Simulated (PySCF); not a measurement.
## Working with the constants of PO⁻

UHF-CCSD(T) constants of PO⁻, ³Σ⁻ (triplet), unpaired electrons π ↑↑ (basis P aug-cc-pVDZ-DK, O aug-cc-pVDZ-DK; spin-free X2C with a Gaussian nucleus; PySCF 2.14; masses 30.9738 and 15.9949 u):

```
ωe              : 943.9 cm⁻¹
ωexe            : 4.92 cm⁻¹
Be              : 0.62254 cm⁻¹
αe              : 0.00489 cm⁻¹
D (centrifugal) : 1.08e-06 cm⁻¹
```

(1) Give the vibrational terms G(v) and spacings up to v = 6.

Correlated steps freeze 6 core orbitals. The state was picked by a PBE0 search and need not be the measured ground state.

Answers

(1) G(v) = ωe(v+½) − ωexe(v+½)².

```json
{"v": "0", "G(v) (cm⁻¹)": "470.7", "G(v) − G(v−1)": "", "Bv (cm⁻¹)": "0.6201"}
{"v": "1", "G(v) (cm⁻¹)": "1404.8", "G(v) − G(v−1)": "934.1", "Bv (cm⁻¹)": "0.6152"}
{"v": "2", "G(v) (cm⁻¹)": "2329.0", "G(v) − G(v−1)": "924.2", "Bv (cm⁻¹)": "0.6103"}
{"v": "3", "G(v) (cm⁻¹)": "3243.4", "G(v) − G(v−1)": "914.4", "Bv (cm⁻¹)": "0.6054"}
{"v": "4", "G(v) (cm⁻¹)": "4147.9", "G(v) − G(v−1)": "904.5", "Bv (cm⁻¹)": "0.6005"}
{"v": "5", "G(v) (cm⁻¹)": "5042.6", "G(v) − G(v−1)": "894.7", "Bv (cm⁻¹)": "0.5956"}
{"v": "6", "G(v) (cm⁻¹)": "5927.5", "G(v) − G(v−1)": "884.9", "Bv (cm⁻¹)": "0.5908"}
```
